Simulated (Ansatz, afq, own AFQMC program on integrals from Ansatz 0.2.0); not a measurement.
# H2 + SiH, doublet: a scan with AFQMC

```xyz
4

H    -2.6481    0.0479    0.0000
H    -1.9031    0.0479    0.0000
Si    0.1439    0.0479    0.0000
H     0.5404   -1.4316    0.0000
```

A hydrogen atom is moved from one rigid fragment to the other; the H1–H2 distance tells how far. The two fragments are held close together, so this isn't a minimum-energy path and the start is a compressed complex. Energies in kcal/mol count from this geometry (0.745 Å) at the same level; the start stands on UHF, each point on the determinant named.

Basis cc-pVTZ. Noble-gas cores (and the filled d shells of Ga–Kr and In–Xe) are frozen. Ansatz 0.2.0 and our own AFQMC program on the same integrals; the CISD trial comes from CCSD amplitudes, and released means the phaseless constraint is let go. Uncertainties: one standard error, sampling alone.

Cautions, each for one point or more: a spin-contaminated unrestricted determinant lies lower; an unrestricted solution with more broken spin lies lower; higher spins were not checked; raised T1 diagnostic; strong correlation; unrestricted determinant slightly spin contaminated; unrestricted determinant spin contaminated.

```tsv
r(H1–H2) / Å	det.	T1	weight	⟨S²⟩	CCSD(T)	ph-AFQMC/CISD	released AFQMC	CCSDT(Q)	wB97M-V	B3LYP
0.918	UHF	0.033	0.88	0.80	9.2	9.3 ± 0.08	–	9.1	9.6	8.4
1.005	UHF¶	0.072	0.82	0.97	17.1	17.1 ± 0.08	16.8 ± 0.08*	16.8	18.1	15.9
1.092	UHF¶	0.032	0.86	0.78	25.0	24.9 ± 0.08	–	24.7	–	22.7
1.179	ROHF†	0.044	0.87	pure	29.0	29.1 ± 0.09	28.9 ± 0.07*	28.9	27.8	26.3
1.352	UHF†	0.019	0.90	0.77	34.0	34.0 ± 0.08	33.9 ± 0.06*	34.0	33.4	33.0
```

Weight is that of the determinant in the CISD state; at the start T1 is 0.029 and the weight 0.89, and ⟨S²⟩ is 0.80. ¶ marks points with a poor determinant and no full CI, where no value is sure; they don't count among the departures. An asterisk marks released energies that aren't shown to be converged. A dagger marks points whose determinant fills other symmetries than the start's, so the wave-function levels may follow another state there, or a degenerate partner. A dash marks a missing value, a released energy that hasn't settled or a functional that sits on another state. Largest departures from CCSDT(Q), at the points where its series has closed: CCSD(T) 0.2 kcal/mol at 1.179 (on ROHF), ph-AFQMC/CISD 0.2 kcal/mol at 1.179 (on ROHF). The functionals aren't scored here.

Some points may be missing: those where a free walk finds a much lower state, and past Zn most of those on another determinant than at the start.

A walk keeps the symmetry of its determinant, which the program's search chose and which needn't be the lowest solution, so a lower state of the same spin and another symmetry isn't excluded.
